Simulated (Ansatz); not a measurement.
A nudged elastic band was laid between two geometries of H2 + H5NSi (9 atoms, charge 0, multiplicity 1).

These are results of RKS PBE-D4/def2-SVP (Ansatz 0.2.0), not measurements.

```json
{
  "movable images": "7",
  "climbing image": "yes",
  "spring": "5.0 eV/Å²",
  "optimiser": "quadratic models (default)",
  "start path": "through a guess of the saddle point",
  "force threshold": "0.03 eV/Å",
  "iteration limit": "60",
  "end points": "relaxed"
}
```

First end point:

```xyz
9
Properties=species:S:1:pos:R:3
Si -0.258 0.557 -0.014
N 0.047 -0.091 1.586
H -0.756 -0.431 2.123
H 0.673 0.434 2.205
H 1.077 0.818 -0.658
H -1.047 1.849 -0.084
H -1.026 -0.481 -0.785
H 1.653 -2.911 1.980
H 1.286 -2.247 1.826
```

Last end point:

```xyz
9
Properties=species:S:1:pos:R:3
Si 0.458 0.081 -0.397
N -0.115 -0.667 2.322
H -1.123 -0.724 2.522
H 0.268 -0.005 3.012
H 0.761 0.475 -1.831
H 0.303 1.369 0.360
H -0.811 -0.719 -0.449
H 1.636 -0.726 0.065
H 0.271 -1.587 2.576
```

Question: Which bonds break or form, and what moves?

Answer: Bonds broken: Si1–N2, H8–H9. Bonds formed: Si1–H8, N2–H9. H2 + H5NSi becomes H3N + H4Si.

Question: Give the energies along the band, and the barrier.

Answer: The forces met the threshold. The highest image is number 5 of 0 to 8, 1.66 eV above the first end and 1.65 eV above the last; the last end lies 0.01 eV above the first. A vibrational analysis at the climbing image gives one clearly imaginary mode, 1227i cm⁻¹: a first-order saddle point. The orbitals stay closed-shell, which can raise the energy where a bond breaks towards radicals; this wasn't checked here.

| image | path coordinate (Å) | energy (eV) | Si1–N2 (Å) | H8–H9 (Å) | Si1–H8 (Å) |
| --- | --- | --- | --- | --- | --- |
| 0 | 0.00 | 0.00 | 1.75 | 0.77 | 4.43 |
| 1 | 0.69 | 0.00 | 1.75 | 0.77 | 4.08 |
| 2 | 1.39 | 0.02 | 1.75 | 0.77 | 3.64 |
| 3 | 2.08 | 0.10 | 1.75 | 0.78 | 3.01 |
| 4 | 2.78 | 0.60 | 1.79 | 0.81 | 2.37 |
| 5 | 3.47 | 1.66 | 1.93 | 1.17 | 1.88 |
| 6 | 4.47 | 0.82 | 2.31 | 1.89 | 1.55 |
| 7 | 5.47 | 0.16 | 2.70 | 2.37 | 1.50 |
| 8 | 6.48 | 0.01 | 2.88 | 2.98 | 1.50 |

Question: What is the geometry of the highest image?

Answer: 
```xyz
9
Properties=species:S:1:pos:R:3:forces:R:3
Si 0.107 -0.041 0.102 0.00 0.00 0.00
N 0.097 -0.310 2.015 0.01 0.01 0.01
H -0.824 -0.390 2.474 0.00 -0.01 -0.01
H 0.677 0.359 2.545 -0.01 0.00 0.00
H 1.380 0.430 -0.545 0.00 0.00 0.00
H -0.695 1.268 0.191 0.00 0.00 0.00
H -0.818 -0.920 -0.691 0.00 0.00 0.00
H 1.041 -1.623 0.513 0.01 0.00 -0.01
H 0.684 -1.275 1.576 -0.01 -0.01 0.01
```

Question: What are the harmonic wavenumbers there?

Answer: 1227i, 146, 262, 536, 637, 705, 755, 815, 913, 942, 988, 1032, 1401, 1497, 1528, 1823, 1993, 2143, 2177, 3364, 3481 cm⁻¹.

The run took 83 s on 2 threads of Arm Neoverse V2 (shared host), peak memory 0.11 GiB.
